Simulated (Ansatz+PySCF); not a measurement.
Results of a calculation; reference values are marked as such.
This PySCF input gave a total energy of -7.89597 hartree.

```python
from pyscf import gto, scf, mp

mol = gto.M(atom="""
Li 0.000000 0.000000 -0.938730
H 0.000000 0.000000 2.816200
""", basis='6-31g', charge=0, spin=0)
mf = scf.UHF(mol)
mf.kernel()
pt = mp.MP2(mf, frozen=None).run()
print(mf.e_tot, pt.e_corr, pt.e_tot)
```

Question: Write an input for Ansatz with the same method and basis set.

Answer:

```yaml
crystal:
  periodic: [false, false, false]
  atoms:
    - { symbol: Li, position_ang: [0.0, 0.0, -0.93873] }
    - { symbol: H, position_ang: [0.0, 0.0, 2.8162] }
basis:
  gaussian: { orbitals: "6-31G" }
magnetization:
  spin_polarized: true
hamiltonian:
  xc: hf
correlation:
  method: mp2
  frozen_orbitals: { H: 0, Li: 0 }
scf:
  omitted_lower_state_checks: [stability, starts, atomic_configurations, cluster_reference, orbital_swaps, given_window_search, neighbouring_geometries, increment]
```

Ansatz (development build ahead of 0.2.0) gave -7.89597 hartree, 0.00 meV from the first. This is not the lowest solution: another run reaches a determinant 1.69 eV lower. Caution: large amplitudes, a single reference is doubtful.
